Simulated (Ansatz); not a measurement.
GaS (P6₃/mmc, No. 194)

The numbers are results of PBE-D3(BJ) in Ansatz (PAW), not measurements.

Cell: relaxed at this level.

- interlayer binding energy = 18.3 meV/Å²
- layer repeat distance = 7.724 Å
- gap between the layers = 3.099 Å

Static lattice: no zero-point or thermal effects.

Computing time: around 4 core-minutes (rough).

Ansatz is a program for electronic structure.
